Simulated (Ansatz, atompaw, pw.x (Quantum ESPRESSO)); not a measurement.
# Gd (Z = 64): one change to the PAW (atompaw) potential, in the atom and in the fcc crystal

| Property | Result |
| --- | --- |
| Element | gadolinium (Gd) |
| Generator | atompaw 4.2.0.5 |
| Type | PAW |
| Functional | PBEsol |
| Relativity | scalar-relativistic |
| Frozen core | [Kr] 4d10 |
| Valence charge | 18 |
| Reference configuration | 4f7 5s2 5p6 5d1 6s2 6p0 |
| Partial waves | 5s (bound); 6s (bound); 5p (bound); 6p (bound, empty); 5d (bound); 5d channel at 3.5 Ry; 4f (bound); 4f channel at 1.55 Ry |
| Local potential | troulliermartins scheme with l = 4 at 0 Ry, radius 2.50 bohr |
| Core correction | smooth core density matched at 2.60 bohr |
| Augmentation charge | gaussian compensation charge, radius 2.25 bohr; PAW radius 2.95 bohr; waves and projectors: bloechl |

Change: wave 4f channel at 1.55 Ry becomes 4f channel at 2.05 Ry.

Cutoffs, loose and tight: the cutoffs (Ry, on a coarse ladder) from which the occupation-weighted sum of valence levels, in a spherical-Bessel basis at the reference potential, stays within 10 and 1 mRy of its value at 400 Ry. They see the waves and projectors alone, not the compensation charge or the core.

Crystal test: fcc Gd in pw.x 7.5, no spin, 12³ k-points, Fermi–Dirac smearing 0.01 Ry, cutoffs set for each file from its atomic test. The reference is all-electron LAPW (Ansatz 0.2.0) with the same functional, mesh and smearing; V0 and B0 come from Birch–Murnaghan fits to the pressures at five volumes. Errors are pseudo minus all-electron; Δ is the rms difference of the E(V) curves that follow from these fits, minima aligned, over ±6 % about the mean V0. Mesh and smearing are coarse, so the numbers serve the comparison and aren't converged zero-temperature values; the lattice is a test structure that the element need not adopt. Spin polarisation and strong correlation are left out, which matters for this element.

All-electron: a0 = 4.740 Å (V0 = 26.63 Å³/atom), B0 = 16.8 GPa.

**Question.** Does the change bring the crystal closer to the all-electron result?

**Answer.** The mean pressure error goes from -0.20 to +0.10 GPa, so the change moves the solid closer to the all-electron pressures. At 80 % of its cutoff the pressure of the base moves by -0.22 GPa. At 80 % of its cutoff the pressure of the changed file moves by -0.23 GPa.

| quantity | base | changed |
| --- | --- | --- |
| outcome (atom) | generated | generated |
| cutoff, loose (atom) | 35 Ry | 35 Ry |
| cutoff, tight (atom) | 40 Ry | 40 Ry |
| bound ghosts (atom) | none | none |
| cutoffs in pw.x (Ry) | 50/500 | 50/500 |
| a0 (Å) | 4.725 | 4.748 |
| a0 error (%) | -0.33 | +0.16 |
| B0 error (%) | +13.2 | +13.4 |
| Δ (meV/atom) | 1.1 | 0.7 |
| mean pressure error (GPa) | -0.20 | +0.10 |

Base: This is a poor potential for the solid. Changed file: This is a poor potential for the solid. The atomic cutoffs weigh occupied waves only.
